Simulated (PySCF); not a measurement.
# C3H6F2 (1,3-difluoropropane): the cost of one run

Computed with PySCF 2.14.0, with density-fitted response routines of our own, on a single molecule in the gas phase. Atoms count from 0, in the outputs and in this text.

**1. Starting geometry**

11 atoms, charge 0, multiplicity 1; geometry from: GFN2-xTB. The atoms were then displaced at random by about 0.01 Å, so the start is not that level's minimum.

Bonds of the start (Å): F0–C1 1.37, C1–C2 1.53, C2–C3 1.48, C3–F4 1.40, C1–H5 1.09, C1–H6 1.11, C2–H7 1.08, C2–H8 1.11, C3–H9 1.12, C3–H10 1.07.

**2. Relaxing the molecule at PBE0-D3(BJ)/def2-TZVP**

The job: settings as JSON, then the geometry in Å.

```
{"job": {"xc": "PBE0", "basis": "def2-TZVP", "d3": "d3bj", "grid": 2, "shake": 0.01, "kind": "geom"}, "charge": 0, "multiplicity": 1}
F      1.662210     0.462160    -1.084250
C      1.178090    -0.443710    -0.184300
C      0.021440     0.148780     0.626010
C     -1.174200     0.350080    -0.218550
F     -1.747680    -0.879790    -0.559230
H      0.848480    -1.304600    -0.759010
H      2.044260    -0.707930     0.452180
H     -0.170400    -0.520060     1.453940
H      0.344740     1.121760     1.059510
H     -1.985490     0.889880     0.342670
H     -0.983330     0.857590    -1.144640
```

Run with:

```bash
$ OMP_NUM_THREADS=1 python probes_run.py task.json out
```

One launch serves the whole session: the jobs run in the order shown.

Q: Estimate the wall time and peak memory of this first job on 1 thread of AMD EPYC 7R43, shared host.

About 3.2 min, with a peak of 0.87 GiB.
